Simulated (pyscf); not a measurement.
PySCF, gas phase, ωB97X-D3(BJ)/def2-SVP geometries.

SMILES: [Sn]([F])([Cl])([Cl])[SeH]
```xyz
6

F      1.9077     0.1418    -1.0234
Sn     0.0202     0.1636    -0.6494
Cl    -0.9179     1.6524    -2.1426
Cl    -0.7811    -1.9376    -1.1693
Se    -0.2170     0.7936     1.7268
H      1.2461     0.9055     1.7911
```
Charge 0, spin multiplicity 1.

**Question.** What is the homolytic dissociation enthalpy (298 K, ωB97M-D3(BJ)/def2-TZVP) of the F–Sn bond of F–Sn(Cl)(Cl)–SeH, to F• + Cl–Sn•(Cl)–SeH?

**Answer.** F–Sn to F• + Cl–Sn•(Cl)–SeH: 4.57 eV. The 7 functionals that were run give +4.39 (B3LYP-D3(BJ)) to +4.66 eV (ωB97X-D3(BJ)). Other isomers of Cl–Sn•(Cl)–SeH were not searched in full and may lie lower. Left out: the spin-orbit lowering of F. Elements up to Kr have no core potential and no relativistic terms here. Elements past Kr carry the def2 core potentials, without spin-orbit coupling.
